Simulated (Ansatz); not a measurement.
**SiH4O2: functionals against CCSD(T) at one geometry**

The atoms stand at a displaced guess of a reacting structure. How far do the functionals agree with CCSD(T) there?

The runs use Ansatz 0.2.0, Gaussian basis; single points in def2-TZVPP.

Cores are frozen in the correlated methods.

## 1. Starting geometry

7 atoms, charge 0, spin multiplicity 1.

Atoms are counted from 1 here; the program's logs count them from 0.

Bond lengths: Si1–O3 1.620 Å, Si1–H5 1.530 Å, Si1–H6 1.400 Å, O2–H4 1.211 Å, O2–H7 1.061 Å. Angles: O3–Si1–H5 112.5°, O3–Si1–H6 123.0°, H5–Si1–H6 120.4°, H4–O2–H7 106.8°.

Coordinates:

```tsv
atom	x (Å)	y (Å)	z (Å)
Si1	-0.22600	-0.14610	0.76200
O2	0.57970	0.69480	-0.92180
O3	0.55230	-1.45090	0.20070
H4	0.82100	-0.47740	-0.73980
H5	-1.73730	-0.22380	0.53370
H6	0.29770	0.68380	1.76030
H7	-0.14890	0.74200	-1.69160
```

## 2. CCSD(T)/def2-TZVPP

run/in.yaml reads:

```yaml
crystal:
  periodic: [false, false, false]
  atoms:
    - {symbol: Si, position_ang: [-0.226000, -0.146100, 0.762000]}
    - {symbol: O, position_ang: [0.579700, 0.694800, -0.921800]}
    - {symbol: O, position_ang: [0.552300, -1.450900, 0.200700]}
    - {symbol: H, position_ang: [0.821000, -0.477400, -0.739800]}
    - {symbol: H, position_ang: [-1.737300, -0.223800, 0.533700]}
    - {symbol: H, position_ang: [0.297700, 0.683800, 1.760300]}
    - {symbol: H, position_ang: [-0.148900, 0.742000, -1.691600]}
basis:
  gaussian: {orbitals: def2-TZVPP}
correlation: {method: ccsd_t}
output: {forces: true}
```

No record of the launch command was kept for these runs.

## 3. PBE0-D4/def2-TZVPP

Changes to run/in.yaml since step 2:

```diff
@@ -12,3 +12,3 @@
   gaussian: {orbitals: def2-TZVPP}
-correlation: {method: ccsd_t}
-output: {forces: true}
+hamiltonian: {xc: pbe0, dispersion: d4}
+output: {forces: true, orbitals: {seedname: orbitals}}
```

## 4. wB97M-V/def2-TZVPP

Changes to run/in.yaml since step 3:

```diff
@@ -12,3 +12,3 @@
   gaussian: {orbitals: def2-TZVPP}
-hamiltonian: {xc: pbe0, dispersion: d4}
-output: {forces: true, orbitals: {seedname: orbitals}}
+hamiltonian: {xc: {name: wB97M-V}}
+output: {forces: true}
```

## 5. r2SCAN-D4/def2-TZVPP

Changes to run/in.yaml since step 4:

```diff
@@ -12,3 +12,3 @@
   gaussian: {orbitals: def2-TZVPP}
-hamiltonian: {xc: {name: wB97M-V}}
+hamiltonian: {xc: r2scan, dispersion: d4}
 output: {forces: true}
```

## 6. PBE-D4/def2-TZVPP

Changes to run/in.yaml since step 5:

```diff
@@ -12,3 +12,3 @@
   gaussian: {orbitals: def2-TZVPP}
-hamiltonian: {xc: r2scan, dispersion: d4}
+hamiltonian: {xc: pbe, dispersion: d4}
 output: {forces: true}
```

## 7. wB97X-V/def2-TZVPP

Changes to run/in.yaml since step 6:

```diff
@@ -12,3 +12,3 @@
   gaussian: {orbitals: def2-TZVPP}
-hamiltonian: {xc: pbe, dispersion: d4}
+hamiltonian: {xc: {name: wB97X-V}}
 output: {forces: true}
```

## 8. revPBE-D4/def2-TZVPP

Changes to run/in.yaml since step 7:

```diff
@@ -12,3 +12,3 @@
   gaussian: {orbitals: def2-TZVPP}
-hamiltonian: {xc: {name: wB97X-V}}
+hamiltonian: {xc: {name: revPBE}, dispersion: d4}
 output: {forces: true}
```

(Steps that only read results are left out.)

Before running it: what results should come out? Wanted: energy less free atoms, CCSD(T)/def2-TZVPP; RMS force component; RMS force error; HOMO and LUMO, PBE0-D4; T1 diagnostic.

As calculated:

| quantity | value |
| --- | --- |
| energy less free atoms, CCSD(T)/def2-TZVPP | -524.1 kcal/mol |
| RMS force component | 1.321 to 1.590 eV/Å over the methods |
| RMS force error | PBE0-D4 0.114, wB97M-V 0.084, r2SCAN-D4 0.087, PBE-D4 0.263, wB97X-V 0.101, revPBE-D4 0.308 eV/Å |
| HOMO and LUMO, PBE0-D4 | -7.97 and -1.06 eV |
| T1 diagnostic | 0.016 |

**Reading.** Against CCSD(T) the functionals' energies less atoms differ by -25.5 to -4.0 kcal/mol, PBE-D4 by -25.5 kcal/mol. CCSD(T) in triple zeta still lacks some correlation energy of the bonds, so part of these gaps is its own basis error and they don't rank the functionals. The forces of wB97M-V come nearest to CCSD(T), those of revPBE-D4 are farthest.
